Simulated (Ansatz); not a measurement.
Base system: InAs in the zinc blende structure (space group F-43m, No. 216; a = 6.109 Å).

The values are results of plane-wave PAW DFT at the r2SCAN level (Ansatz, a program for electronic structure, 500 eV), no spin-orbit coupling, not measurements.

Now apply this change: Ga takes the place of In on all its sites, then cell and atoms are relaxed.

Measured lattice parameter a: InAs 6.047 Å (static lattice; corrected from measurement; as listed in Daniel Mejia-Rodriguez, S. B. Trickey, Phys. Rev. B (2018)); GaAs 5.64 Å (static lattice; corrected from measurement; as listed in Daniel Mejia-Rodriguez, S. B. Trickey, Phys. Rev. B (2018)).

Problem. How well does r2SCAN reproduce the measured shift?

Solution. With r2SCAN the lattice parameter a moves by -0.442 Å (6.109 → 5.667) against -0.407 Å measured.

Stability against distortions was not tested.
